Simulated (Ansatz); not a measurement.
System: fcc Rh. Method: PBEsol (PAW; Ansatz, a quantum-chemistry and plane-wave program).

A relaxed, unreconstructed slab of the (210) face has 20 atoms, two equal faces of 15.987 Å² each and an energy of -126768.8716 eV. A bulk cell of 10 atoms with the same orientation and in-plane k mesh has -63387.4712 eV. Energies are extrapolated to zero smearing.

Numerical settings: plane-wave cutoff 500 eV, 16×16×1 k mesh (along the axes of the cell as run), Fermi–Dirac smearing 0.1 eV, scalar-relativistic PAW data made under PBE.

Worked out: γ = (E_slab − N E_bulk per atom)/2A = [-126768.8716 − 20 × (-63387.4712/10)]/(2 × 15.987) = 0.1899 eV/Å². With 16.022 J/m² per eV/Å² this is 3.04 J/m², or 3.04 eV per surface cell and face.
